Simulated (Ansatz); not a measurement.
We consider chalcopyrite ZnGeP₂, described by RPBE (plane waves, PAW; Ansatz, a first-principles code).

Settings: plane-wave cutoff 520 eV, 10×10×10 k mesh, Fermi–Dirac smearing 0.01 eV, scalar-relativistic PAW data made under PBE.

Results at a series of volumes:

```json
[
 {"V (Å³/atom)": "20.247", "E − E_lowest (meV/atom)": "7.79", "P (GPa)": "3.06"},
 {"V (Å³/atom)": "20.668", "E − E_lowest (meV/atom)": "1.89", "P (GPa)": "1.45"},
 {"V (Å³/atom)": "21.090", "E − E_lowest (meV/atom)": "0.00", "P (GPa)": "0.01"},
 {"V (Å³/atom)": "21.512", "E − E_lowest (meV/atom)": "1.69", "P (GPa)": "-1.27"},
 {"V (Å³/atom)": "21.934", "E − E_lowest (meV/atom)": "6.59", "P (GPa)": "-2.42"}
]
```

Estimate the bulk modulus from the pressures at 20.668 and 21.512 Å³/atom, and compare it with a fit to all energies.

B = −V dP/dV. Between V = 20.668 and 21.512 Å³/atom, dP/dV = (-1.27 − (1.45))/(21.512 − 20.668) = -3.22 GPa per Å³/atom; at the midpoint 21.090 Å³/atom this gives B ≈ 68.0 GPa. The third-order Birch–Murnaghan fit gives V0 = 21.094 Å³/atom, B0 = 67.9 GPa, B′ = 4.6, which lies within 1 % of that estimate.

Shape and atoms are relaxed at each volume.

Measured, for comparison: bulk modulus 79 GPa (room temperature, no zero-point or thermal correction; as tabulated in Isothermal phase behavior of Ag3SbS3, ZnGeP2, and ZnS (abstract)). Computed (rounded) less measured: bulk modulus -14 %.

Note: the bulk modulus comes from volumes at which shape and atoms were relaxed.

Computed values are for the static lattice.
